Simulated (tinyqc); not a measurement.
Inside a calculation. Method: extended Hueckel theory, for LiF+. The parameters take no account of the charge, which enters only through the electron count. One step of it, computed by the program tinyqc.

Task: Mulliken analysis. P = C n C^T; charge = valence electrons (Li 1, F 7) minus the sum of (P S)_ii on the atom; overlap population = 2 sum P_ij S_ij between two atoms.

coefficients:
```
              MO1        MO2       MO3        MO4        MO5        MO6        MO7        MO8
1Li 2s   0.071254   0.000000  0.000000  -0.029579   0.858253   0.000000   0.000000   0.586860
1Li 2px  0.000000  -0.025759  0.039692   0.000000   0.000000  -0.337868   0.946905   0.000000
1Li 2py  0.000000   0.039692  0.025759   0.000000   0.000000   0.946905   0.337868   0.000000
1Li 2pz  0.075602   0.000000  0.000000  -0.020366  -0.513064   0.000000   0.000000   0.965640
2F 2s    0.948821   0.000000  0.000000   0.021812  -0.038042   0.000000   0.000000  -0.608010
2F 2px   0.000000  -0.540863  0.833407   0.000000   0.000000   0.054108  -0.151641   0.000000
2F 2py   0.000000   0.833407  0.540863   0.000000   0.000000  -0.151641  -0.054108   0.000000
2F 2pz   0.008212   0.000000  0.000000   0.995516   0.030102   0.000000   0.000000   0.157775
```

occupations: 2.000000  2.000000  2.000000  1.000000  0.000000  0.000000  0.000000  0.000000

overlap S, lower triangle:
```
            1Li 2s   1Li 2px   1Li 2py    1Li 2pz     2F 2s    2F 2px    2F 2py    2F 2pz
1Li 2s    1.000000
1Li 2px   0.000000  1.000000
1Li 2py   0.000000  0.000000  1.000000
1Li 2pz   0.000000  0.000000  0.000000   1.000000
2F 2s     0.249772  0.000000  0.000000   0.385460  1.000000
2F 2px    0.000000  0.113382  0.000000   0.000000  0.000000  1.000000
2F 2py    0.000000  0.000000  0.113382   0.000000  0.000000  0.000000  1.000000
2F 2pz   -0.071480  0.000000  0.000000  -0.089693  0.000000  0.000000  0.000000  1.000000
```

Give: charges; Overlap populations.

Result:

charges: 1Li 0.854, 2F 0.146

Overlap populations:
```
pair     value
2-1   0.227581
```
